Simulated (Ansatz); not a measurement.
Geometry optimisation, UKS B3LYP/6-31G* in Ansatz.

The input (input.yaml):

```yaml
crystal:
  periodic: [false, false, false]
  atoms:
    - { symbol: B, position_ang: [0.0, 0.0, 0.0] }
    - { symbol: H, position_ang: [0.0, 0.0, 1.44] }
    - { symbol: "N", position_ang: [1.3423, 0.0, -0.775] }
    - { symbol: H, position_ang: [1.8089, -0.9179, -1.0268] }
    - { symbol: H, position_ang: [1.7937, 0.9179, -1.0532] }
    - { symbol: H, position_ang: [-1.0305, 0.0, -0.595] }
    - { symbol: Si, position_ang: [0.0, 0.0, 3.2] }
    - { symbol: H, position_ang: [-0.7436, -1.1581, 3.6874] }
    - { symbol: H, position_ang: [1.3747, -0.0649, 3.6874] }
    - { symbol: H, position_ang: [-0.6311, 1.223, 3.6874] }
magnetization:
  spin_polarized: true
  initial_magnetization: 1
basis:
  gaussian: { orbitals: "6-31G*" }
hamiltonian:
  xc: b3lyp
relax:
  f_tol: 0.15
  max_steps: 25
  restrain:
    - { distance: [1, 6], at: 2.66, k: 30.0 }
    - { distance: [0, 1], at: 1.19, k: 30.0 }
```

Launched with:

```bash
$ ansatz run input.yaml --threads 1 --pin off --max-ram 2048MiB --backend cpu --events-out ev --progress --plain --runs-dir out
```

Problem. Where does it end, and by what steps?

Solution. The run converged. The restraints hold the end off the free minimum. After 10 steps the energy has fallen by 2.474 eV (the restraints' own energy left out); H5 moved furthest, 1.08 Å.

```json
{"step": "0", "energy less start (eV)": "0.0000", "largest force component (eV/Å)": "2.812", "accepted": "yes"}
{"step": "1", "energy less start (eV)": "-0.3735", "largest force component (eV/Å)": "1.819", "accepted": "yes"}
{"step": "2", "energy less start (eV)": "-0.4689", "largest force component (eV/Å)": "2.017", "accepted": "yes"}
{"step": "3", "energy less start (eV)": "-0.7205", "largest force component (eV/Å)": "0.809", "accepted": "yes"}
{"step": "4", "energy less start (eV)": "-1.0967", "largest force component (eV/Å)": "0.874", "accepted": "yes"}
{"step": "5", "energy less start (eV)": "-1.4436", "largest force component (eV/Å)": "1.499", "accepted": "yes"}
{"step": "6", "energy less start (eV)": "-1.8832", "largest force component (eV/Å)": "1.810", "accepted": "yes"}
{"step": "7", "energy less start (eV)": "-2.3225", "largest force component (eV/Å)": "1.249", "accepted": "yes"}
{"step": "8", "energy less start (eV)": "-2.4495", "largest force component (eV/Å)": "1.380", "accepted": "yes"}
{"step": "9", "energy less start (eV)": "-2.4695", "largest force component (eV/Å)": "0.334", "accepted": "yes"}
{"step": "10", "energy less start (eV)": "-2.4743", "largest force component (eV/Å)": "0.222", "accepted": "yes"}
```

```xyz
10
Properties=species:S:1:pos:R:3
B 0.055 0.101 -0.260
H -0.049 -0.231 0.885
N 1.294 -0.011 -0.882
H 2.119 -0.372 -0.420
H 1.461 0.257 -1.843
H -0.874 0.536 -0.874
Si -0.058 -0.083 3.548
H -0.757 -1.258 4.141
H 1.391 -0.122 3.907
H -0.667 1.182 4.049
```

The run took 45 s on 1 thread of Arm Neoverse V1, with other jobs on the host, peak memory 0.16 GiB.
